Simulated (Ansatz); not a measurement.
System: C$_{2}$H$_{3}$O, net charge 0, doublet state. SMILES: [C](=O)C
Coordinates optimised at B3LYP-D3(BJ)/def2-TZVP (Ansatz, a quantum-chemistry and plane-wave program):
```
C
H 1 1.0907
H 1 1.0907 2 107.26
H 1 1.0931 2 110.55 3 -120.60
C 1 1.5066 2 108.57 3 117.14
O 5 1.1781 1 128.79 2 121.85
```
Charge 0, spin multiplicity 2.

Wanted: atomisation energy, in kcal/mol. Conventions: non-relativistic; no spin-orbit coupling; frozen cores in correlated levels; dispersion terms only where a functional's name holds one; open shells spin-unrestricted; atomisation electronic, to ground-state atoms. Basis-set limits of correlation are two-point, X^-3; Hartree-Fock from the larger set. The bracket is a focal-point correction in the basis named. Ab initio and DFT rows: single points at B3LYP-D3(BJ) geometries (Ansatz). A UHF reference is markedly spin-contaminated in at least one set, which strains HF and MP2.

| species | coefficient | E at HF/3-21G (Ansatz), Eh | E at wB97X-V/def2-TZVPD (Ansatz), Eh |
|---|---|---|---|
| C[C]=O | -1 | -151.43776 | -153.19262 |
| C atom | +2 | -37.48107 | -37.84665 |
| H atom | +3 | -0.49620 | -0.50049 |
| O atom | +1 | -74.39366 | -75.06921 |

Coupled cluster (Ansatz) is a level with limits of its own, used here on species with T1 under 0.025 (0.045 for open shells) and stable references: RI-MP2/CBS(cc-pVTZ,cc-pVQZ)+[CCSD(T)-MP2]/cc-pVTZ. Value to compare with, RI-MP2/CBS(cc-pVTZ,cc-pVQZ)+[CCSD(T)-MP2]/cc-pVTZ (Ansatz): 580.6 kcal/mol. 1 Eh = 627.5095 kcal/mol.

### Question
Compute it at each level from the table, and compare with RI-MP2/CBS(cc-pVTZ,cc-pVQZ)+[CCSD(T)-MP2]/cc-pVTZ (Ansatz).

### Answer

- HF/3-21G: the sum of coefficient times E is 0.59336 Eh, or 372.34 kcal/mol. Result: 372.3 kcal/mol. Its difference against RI-MP2/CBS(cc-pVTZ,cc-pVQZ)+[CCSD(T)-MP2]/cc-pVTZ (Ansatz) is -208.3 kcal/mol.
- wB97X-V/def2-TZVPD: the sum of coefficient times E is 0.92864 Eh, or 582.73 kcal/mol. Result: 582.7 kcal/mol. Its difference against RI-MP2/CBS(cc-pVTZ,cc-pVQZ)+[CCSD(T)-MP2]/cc-pVTZ (Ansatz) is 2.1 kcal/mol.
